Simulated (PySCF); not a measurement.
**How good is the calculation?**

Geometry (Å), atoms numbered from 1 in this order:
```xyz
9

C     1.3463    0.3029   -0.3154
C     0.3435   -0.4926    0.0009
C    -1.0554    0.0029    0.2080
F    -1.1868    1.3248    0.0430
F    -1.9214   -0.5779   -0.6427
F    -1.5049   -0.2762    1.4453
H     2.3401   -0.0831   -0.4583
H     1.2099    1.3643   -0.4413
H     0.4423   -1.5591    0.1353
```

The experiment to reproduce: δ ¹⁹F F4/F5/F6 -66.9 ppm (measured; G. Saielli, R. Bini, A. Bagno, Computational 19F NMR. 2. Organic compounds, RSC Adv. 2014, ESI (exp. from Berger-Braun-Kalinowski 1994 and Everett 1995)).
δ ¹H H9 5.90; H8 5.85; H7 5.56 ppm (measured; solution, not stated per compound (mostly CDCl3 or CCl4); Pretsch, Buehlmann, Badertscher, Structure Determination of Organic Compounds, 4th ed. (2009)).

[PySCF: NMR shieldings at PBE0/pcSseg-1/GIAO; geometry from GFN2-xTB; averaged over atoms made equivalent by symmetry, fast rotation or ring inversion; no relativistic terms; a single conformation; isolated molecule]

(1) Set the calculated values beside the experiment.

(2) How far are the unscaled ¹H shifts from the references?

Results:

(1) 
Reference values: measured (G. Saielli, R. Bini, A. Bagno, Computational 19F NMR. 2. Organic compounds, RSC Adv. 2014, ESI (exp. from Berger-Braun-Kalinowski 1994 and Everett 1995)).
| atoms | quantity | reference | computed | computed, scaled |
| --- | --- | --- | --- | --- |
| F4/F5/F6 | δ ¹⁹F vs CFCl3 | -66.9 | -84.4 | -68.3 |

Reference values: measured (solution, not stated per compound (mostly CDCl3 or CCl4); Pretsch, Buehlmann, Badertscher, Structure Determination of Organic Compounds, 4th ed. (2009)).
```tsv
atoms	quantity	reference	computed	computed, scaled
H9	δ ¹H	5.90	6.15	5.90
H8	δ ¹H	5.85	6.35	6.10
H7	δ ¹H	5.56	6.00	5.76
```

Computed shifts are σ(ref) − σ with the named reference compound (TMS for H and C) calculated as an isolated molecule at the same level. The measured values may be among those fitted. Scaled to experiment by linear calibration (H and C: mostly CDCl3 data, vs TMS): ¹H (scatter 0.16 ppm rms, 0.17 ppm with the 2 outliers that the fit left out); ¹⁹F (scatter 1.8 ppm rms, 7.9 ppm with the 4 outliers that the fit left out vs CFCl3, solution or neat liquid, with a term for F on sp3 carbon). Occasional misses reach two or three times the rms, and more in compound classes unlike the fitted ones.

(2) Mean signed difference +0.40 ppm, mean absolute 0.40 ppm over 3 comparisons; the largest is +0.50 ppm at H8 (hydrogen on a terminal =CH2 carbon).

4 of the 5 published NMR values on file for this molecule are compared.
